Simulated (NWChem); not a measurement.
Atomisation of sulfur dioxide (O₂S)

SMILES: O=S=O
```xyz
3

O      1.2504     0.0000    -0.3713
S      0.0000     0.0000     0.3713
O     -1.2504     0.0000    -0.3713
```
Charge 0, spin multiplicity 1.

Everything below was run with NWChem. Structure: optimised with PBE0/def2-SVP, a minimum by its harmonic frequencies.

Basis set: def2-TZVP. The atomisation energy is electronic alone: no zero-point, thermal, spin-orbit or counterpoise terms. No value is extrapolated to the basis-set limit. Free atoms are single determinants with multiplicities O 3, S 3. Correlated methods freeze the same cores in atoms and molecule, 7 orbitals in all.

B3LYP has NWChem's definition, with VWN1-RPA local correlation. The stability of the SCF solutions was not checked. Open-shell Hartree-Fock references start from PBE0 orbitals. Coupled-cluster values serve here as a point of comparison, not as the truth.

```csv
method,atomisation energy (kcal/mol)
HF,102.6
LDA (SVWN5),333.2
PBE0,250.3
MP2,266.2
BP86,…
CCSD(T),240.4
B3LYP,249.0
BHandHLYP,…
CAM-B3LYP,249.3
PBE,278.7
```

Question: Complete the blanks.

Answer: 
- BP86, atomisation energy (kcal/mol): 276.7
- BHandHLYP, atomisation energy (kcal/mol): 214.5
